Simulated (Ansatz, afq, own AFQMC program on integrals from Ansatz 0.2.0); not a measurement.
H₃O, doublet: AFQMC among the cluster methods

```xyz
4

H    -2.0568    0.0498    0.0000
H    -1.0998    0.0498    0.0000
O     0.1722    0.0498    0.0000
H     0.4240   -0.8901    0.0000
```

Basis cc-pVTZ. Only valence electrons are correlated. Ansatz 0.2.0 and our own AFQMC program on the same integrals; the CISD trial comes from CCSD amplitudes, and released means the phaseless constraint is let go. ± is one standard error of the sampling.

Determinant: UHF, the one that the program's search chose, which needn't be the lowest solution. The geometry is a point of a scan.

No full CI on the walks' own integrals is used here; CCSDT(Q) serves as the reference and is uncertain by about the last step of the cluster series.

Cautions: unrestricted determinant slightly spin contaminated (⟨S²⟩ 0.81 against 0.75).

* T1 diagnostic: 0.0291
* weight of the determinant in the CISD state: 0.907
* ⟨S²⟩ of the determinant: 0.813
* size of the correlated space: 9 electrons in 71 orbitals

```json
{"level": "MP2", "correlation energy (eV)": "-7.0135"}
{"level": "CCSD", "correlation energy (eV)": "-7.5696"}
{"level": "CCSD(T)", "correlation energy (eV)": "-7.7973"}
```

(1) Estimate where phaseless AFQMC with a CISD trial lies against CCSD(T) on the same integrals.

(1) 0.4 ± 0.4 kJ/mol below CCSD(T). The gap is under twice the noise, so this walk alone can't tell the two apart.

Reference: CCSDT(Q), correlation energy -7.823 eV. The released energy is read at 1.62 1/Eh, later times being too noisy (meV from the phaseless value at times in 1/Eh: -10 ± 4 at 0.24, -11.4 ± 2.1 at 0.51, -21 ± 5 at 0.99, -22 ± 4 at 1.62, -29 ± 9 at 2.40).

```tsv
level	E − E(reference) (kJ/mol)	share of correlation (%)
CCSD(T)	2.5	99.67
CCSDT	1.2	99.84
ph-AFQMC/CISD	2.1 ± 0.4	99.73
released AFQMC	0.0 ± 0.3	100.01
```

A walk keeps the symmetry of its determinant, which the program's search chose and which needn't be the lowest solution, so a lower state of the same spin and another symmetry isn't excluded. Released energies are given only where the last usable release times agree within the noise; a slower fall can still hide under it.
